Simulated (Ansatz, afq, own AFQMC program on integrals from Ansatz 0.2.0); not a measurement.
**NH₃⁺, doublet in 6-31G, levels against full CI**

```xyz
4

N    -0.1010   -0.0014    0.0000
H     2.6297    0.0353   -0.0002
H    -0.6249    0.8786   -0.0028
H    -0.6011   -0.8951    0.0028
```

Basis 6-31G. Noble-gas cores (and the filled d shells of Ga–Kr and In–Xe) are frozen. Ansatz 0.2.0 and our own AFQMC program on the same integrals; the CISD trial comes from CCSD amplitudes, and released means the phaseless constraint is let go. ± is one standard error of the sampling.

Determinant: UHF, the one that the program's search chose, which needn't be the lowest solution. The geometry is a point of a scan.

Full CI on the same integrals is exact in this basis and with this determinant's frozen core.

Cautions: strong correlation (T1 0.044, weight of the determinant 0.90, largest double 0.12); unrestricted determinant spin contaminated (⟨S²⟩ 1.72 against 0.75); the released energies are still falling, so no released level is given (meV from the phaseless value at times in 1/Eh: -6 ± 3 at 0.24, -7 ± 3 at 0.51, -13 ± 3 at 0.99, -18 ± 5 at 1.62, -21 ± 4 at 2.40).

The T1 diagnostic is 0.0445, the weight of the determinant in the CISD state is 0.899 and the ⟨S²⟩ of the determinant is 1.720. The size of the correlated space is 7 electrons in 14 orbitals.

```tsv
level	correlation energy (eV)
MP2	-1.6248
CCSD	-2.0869
CCSD(T)	-2.1169
```

Q: Estimate where phaseless AFQMC with a CISD trial lies against CCSD(T) on the same integrals.

A: 2.5 ± 0.3 kJ/mol below CCSD(T).

Reference: full CI, correlation energy -2.174 eV. The cautions show a poor starting determinant, so the rows tell how each method copes with it here, and full CI is the sure value.

```
        level  E − E(reference) (kJ/mol)  share of correlation (%)
      CCSD(T)                        5.5                     97.38
        CCSDT                        0.7                     99.65
     CCSDT(Q)                        0.0                    100.00
       CCSDTQ                        0.1                     99.98
ph-AFQMC/CISD                  3.0 ± 0.3                     98.59
```

CCSDT and higher add their correlation energy to the determinant of the CCSD(T) run, since their own runs factorise the integrals more tightly (a shift of under 2 meV). A walk keeps the symmetry of its determinant, which the program's search chose and which needn't be the lowest solution, so a lower state of the same spin and another symmetry isn't excluded.
